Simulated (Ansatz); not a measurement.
# H$_{2}$N–CH$_{3}$, singlet: reading a ladder of total energies

Geometry: a PBE0/def2-TZVP stationary point for this spin, not checked as a minimum.

```yaml
atoms:
  - { symbol: N, position_ang: [-0.0974, 0.0000, 0.7130] }
  - { symbol: C, position_ang: [0.0414, 0.0000, -0.7334] }
  - { symbol: H, position_ang: [0.3536, -0.8121, 1.1144] }
  - { symbol: H, position_ang: [0.3536, 0.8121, 1.1144] }
  - { symbol: H, position_ang: [-0.4617, 0.8777, -1.1454] }
  - { symbol: H, position_ang: [1.0756, 0.0000, -1.1076] }
  - { symbol: H, position_ang: [-0.4617, -0.8777, -1.1454] }
```

Basis cc-pVTZ; Ansatz 0.2.0. Correlated methods freeze the noble-gas cores, which leaves 14 electrons in 128 orbitals. Prefix R: restricted or restricted open-shell reference.

Full CI isn't at hand for all of this; RCCSDT(Q) serves as the reference, and is uncertain by the last step of the cluster series or more.

RCCSD has a T1 diagnostic of 0.007 and a largest doubles amplitude of 0.02.

Runs differ by some tens of microhartree through their thresholds, so steps under 0.03 kcal/mol mean nothing.

| level | total energy (hartree) |
| --- | --- |
| RHF | -95.253223 |
| RMP2 | -95.657550 |
| RCCSD | -95.681785 |
| RCCSD(T) | -95.696522 |
| RCCSDT | -95.696871 |
| RCCSDT(Q) | -95.697438 |

Problem. What is the correlation energy at RCCSDT(Q), and what share of it do RMP2 and RCCSDT recover?

Solution. E(corr) = -95.697438 − (-95.253223) = -0.444215 hartree = -12.088 eV. RMP2: -0.404327 / -0.444215 = 91.02 %. RCCSDT: -0.443648 / -0.444215 = 99.87 %.

Problem. By how many kcal/mol does RCCSD(T) miss RCCSDT(Q) (1 hartree = 627.509 kcal/mol), and which steps make up the rest?

Solution. -95.696522 − (-95.697438) = 0.000916 hartree = 0.57 kcal/mol. Steps: RCCSDT − RCCSD(T) = -0.22, RCCSDT(Q) − RCCSDT = -0.36 kcal/mol. That is within 1 kcal/mol of the reference in this basis, which itself misses far more of the correlation at the basis-set limit.
